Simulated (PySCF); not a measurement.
Thiophene, C₄H₄S, SMILES c1ccsc1, point group C2v.

Level: B3LYP/pcSseg-1 in PySCF (density fitting, grid level 2); geometry and Hessian at that level, cubic constants and property derivatives from steps of ±0.6 along each species' dimensionless normal coordinates, second-order vibrational perturbation theory. The parent has the commonest isotopes.

Equilibrium geometry in the parent's principal axes a, b, c (Å):

```tsv
atom	a	b	c
C1	1.32	-0.71	0.00
C2	1.32	0.71	0.00
C3	0.06	1.24	0.00
S4	-1.16	0.00	0.00
C5	0.06	-1.24	0.00
H6	2.22	-1.32	0.00
H7	2.22	1.32	0.00
H8	-0.23	2.28	0.00
H9	-0.23	-2.28	0.00
```

Ground-state constants (MHz). Parent: 7934.3, 5323.6, 3184.4. A species with one ²H: 7752.2, 5049.9, 3056.5.

**Question.** Which position carries the label?

**Answer.** Moments I = 505379/B are 63.6955, 94.9313, 158.7060 and 65.1920, 100.0775, 165.3474 u Å². With M = 84.0034 u and Δm = 1.0063 u, μ = MΔm/(M + Δm) = 0.9944 u. Kraitchman's equations give |a|, |b|, |c| = 2.220, 1.324, 0.026 Å. That is H6 or the like H7, whose equilibrium values are 2.216, 1.321, 0.000 Å.
